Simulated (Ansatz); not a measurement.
Basis-set extrapolation for C2H3NO, SMILES `OC1=CN1` (PBE0-D4/def2-TZVP geometry, frozen core, the Gaussian-basis code of Ansatz). Multiplicity 1, RHF reference.

|  | def2-TZVPP | def2-QZVPP |
| --- | --- | --- |
| HF | -206.729553 | -206.739116 |
| MP2 correlation | -0.757146 | -0.811295 |
| CCSD(T) correlation | -0.804320 | not run |

Energies in hartree. Use E(X) = E(∞) + A·exp(−7.88·√X) for Hartree–Fock and E(X) = E(∞) + B·X^(−2.97) for correlation, with X = 3 and 4, and add CCSD(T) minus MP2 of the smaller set to the MP2 limit.

What is the CCSD(T) energy at the basis-set limit?

HF limit: -206.739116 + (-0.009563) × 0.13774 = -206.74043. MP2 limit: -0.811295 + (-0.054149) × 0.74074 = -0.85141. Higher-order term: -0.804320 − (-0.757146) = -0.04717. Total: -207.63901 hartree, 2.86 eV below CCSD(T)/def2-TZVPP.
